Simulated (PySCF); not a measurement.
**Core-level binding energies of `C=CN(C)C`**

C4H9N.
Geometry (PBE0-D3(BJ)/def2-SVP, Å), atoms numbered from 1 in this order:
```
atom  x, y, z in Å
C1     1.7993   -1.0606   -0.1821
C2     1.0157   -0.0228   -0.5283
N3    -0.3139    0.1627   -0.2323
C4    -0.8379    1.5016   -0.2221
C5    -0.9677   -0.7975    0.6093
H6     1.4546   -1.8843    0.4452
H7     2.8245   -1.1018   -0.5505
H8     1.4360    0.7834   -1.1407
H9    -0.3475    2.0994   -1.0044
H10   -0.6879    2.0248    0.7450
H11   -1.9188    1.4916   -0.4347
H12   -2.0498   -0.6037    0.6213
H13   -0.8075   -1.8147    0.2184
H14   -0.5991   -0.7780    1.6559
```

Method used: PySCF, delta-SCF UKS SCAN, pcX-2 on the ionised atom, pcseg-1 elsewhere, spin-free X2C. Each binding energy is the total energy of the core-ionised species, with the hole localised on one atom, minus that of the ground state; both are solved self-consistently, so orbital relaxation is included.

Question: List the computed XPS lines with their assignment.

Answer: 
```
atom(s)                 bonded to  level  binding energy (eV)  above the level's lowest (eV)  count
     C1   C (double bond) and 2 H   C 1s               289.11                           0.00      1
     C2  N, C (double bond) and H   C 1s               291.01                          +1.90      1
  C4/C5                 N and 3 H   C 1s               291.72                          +2.61      2
     N3                       3 C   N 1s               405.16                           0.00      1
```

Lowest listed C 1s: C1, bonded to C (double bond) and 2 H. Highest, 2.61 eV above it: C4/C5, bonded to N and 3 H. The widest gap between neighbouring values is 1.90 eV, between 289.11 and 291.01 eV. Summing the Pauling electronegativity differences to the bonded atoms, each weighted by its formal bond order, gives -0.70 for the lowest site and -0.56 for the highest; the largest sum, +0.14, belongs to C2, 0.71 eV below the top.

Question: Which effective nuclear charge Zeff reproduces each element's mean 1s value in the hydrogen-like formula E = 13.606 eV × Zeff²?

Answer: C (Z = 6): mean 290.9 eV, Zeff = 4.62, Z − Zeff = 1.38; N (Z = 7): mean 405.2 eV, Zeff = 5.46, Z − Zeff = 1.54. Means run over the listed sites, weighted by atom count.

Question: Give the binding energy of C 1s of C2 in hartree and in kJ/mol.

Answer: 291.01 eV = 10.6944 Eh = 28078 kJ/mol.

Topologically equivalent atoms share the value of their first member; where this conformer doesn't relate them by symmetry, their own values could differ. The unrestricted hole states depart most from a pure doublet (⟨S²⟩ = 0.75; over 0.85 named) for C 1s of C2 (0.87), which makes this value less certain. Geometry: PBE0-D3(BJ)/def2-SVP; no solvent, vibrations or thermal averaging.
